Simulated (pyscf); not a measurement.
`[SH][Al]([Cl])[Cl]` + `[ClH]` → `[SH2]` + `[Cl][Al]([Cl])[Cl]` (four-centre exchange; singlet surface; Al–S, Cl–H broken, H–S, Al–Cl formed). PySCF, gas phase, ωB97X-D3(BJ)/def2-SVP geometries. Energies in eV from the separated reactants.

| level | barrier | reaction energy |
|---|---|---|
| PBE/def2-TZVP | -0.39 | -0.40 |
| r²SCAN/def2-TZVP | -0.41 | -0.44 |
| B3LYP-D3(BJ)/def2-TZVP | … | -0.44 |
| M06-2X/def2-TZVP | -0.27 | -0.45 |
| ωB97M-D3(BJ)/def2-TZVP | … | … |
| HF/def2-TZVP | 0.39 | -0.55 |

Q: Complete the blanks.

A: 
- B3LYP-D3(BJ)/def2-TZVP, barrier: -0.31
- ωB97M-D3(BJ)/def2-TZVP, barrier: -0.24
- ωB97M-D3(BJ)/def2-TZVP, reaction energy: -0.46

On the reactant side the descent ends in an adduct with a Al–Cl contact, 0.45 eV under the separated species and 0.07 eV under the saddle at ωB97X-D3(BJ)/def2-TZVP. On the product side the descent ends in an adduct with a Al–S contact (not fully relaxed), 0.99 eV under the separated species and 1.03 eV under the saddle at ωB97X-D3(BJ)/def2-TZVP. At PBE, r²SCAN, B3LYP-D3(BJ), M06-2X, ωB97M-D3(BJ) the saddle lies under the separated reactants, which points to a path from their complex (located at ωB97X-D3(BJ) alone). What is counted as formed (Al–Cl) is already present as a longer contact in the reactant adduct; forming that adduct is a step of its own. What is counted as broken (Al–S) persists as a longer contact in the product adduct; parting that adduct is a step of its own. At ωB97X-D3(BJ) the barrier from the zero used here is -0.38 eV. One saddle was located; it need not be the lowest between these sides.
